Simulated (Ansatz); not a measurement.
## Two structures, one formula

Two relaxed structures of CH5NSi, closed shell (PBE0-D4/def2-TZVP; forces vanish, vibrations not checked).

A:

C1  (-0.621, 0.949, -0.572)
N2  (0.546, 0.127, -0.331)
Si3  (0.632, -1.155, 0.793)
H4  (-0.965, 0.869, -1.608)
H5  (-0.424, 2.004, -0.359)
H6  (-1.432, 0.618, 0.080)
H7  (2.092, -1.480, 0.459)
H8  (1.338, 0.381, -0.902)
(Å)

B:

```xyz
8
angstrom
C -0.6708 0.9094 -0.5568
N 0.8674 -1.0606 0.5924
Si 1.0115 0.0317 -0.7135
H -1.2209 0.8028 -1.4989
H -0.5041 1.9855 -0.4313
H -1.3101 0.5601 0.2593
H 1.6006 -1.7126 0.8229
H 0.0753 -1.1428 1.2139
```

Computed with Ansatz 0.2.0 (basis: def2-TZVPP); correlated methods freeze the cores. B3LYP uses VWN-RPA correlation.

(1) Which structure is lower at CCSD(T), and by how much? (Judge from chemistry; the value comes from the calculation.)

The T1 diagnostic stays at or below 0.015. The restricted Hartree–Fock reference is unstable towards an unrestricted one at one or more of these structures.

Results:

(1) Computed: B, by 16.76 kcal/mol (electronic energy, against the other). By their contacts, A is CH₅NSi ([CH3][NH][SiH]) and B is CH₅NSi ([CH3][Si][NH2]).

All methods give the same order:

```json
{"method": "PBE-D4", "E(B) − E(A) (kcal/mol)": "-16.90"}
{"method": "r2SCAN-D4", "E(B) − E(A) (kcal/mol)": "-18.08"}
{"method": "PBE0-D4", "E(B) − E(A) (kcal/mol)": "-17.23"}
{"method": "B3LYP-D4", "E(B) − E(A) (kcal/mol)": "-16.60"}
{"method": "wB97M-V", "E(B) − E(A) (kcal/mol)": "-17.87"}
{"method": "HF", "E(B) − E(A) (kcal/mol)": "-15.80"}
{"method": "MP2", "E(B) − E(A) (kcal/mol)": "-17.92"}
{"method": "CCSD", "E(B) − E(A) (kcal/mol)": "-16.73"}
{"method": "CCSD(T)", "E(B) − E(A) (kcal/mol)": "-16.76"}
```

Labels in which every atom is bracketed show which atoms are joined, not bond orders.

For scale, one of the runs: CCSD(T)/def2-TZVPP, 174 basis functions, launched by `ansatz run in.yaml --threads 2 --pin off --events-out ev --progress --plain --max-ram 4352MiB`. Time: 7.5 s of wall clock on 2 CPU threads of an AMD EPYC 9R45; the host was shared. Peak host memory: 1.5 GiB.
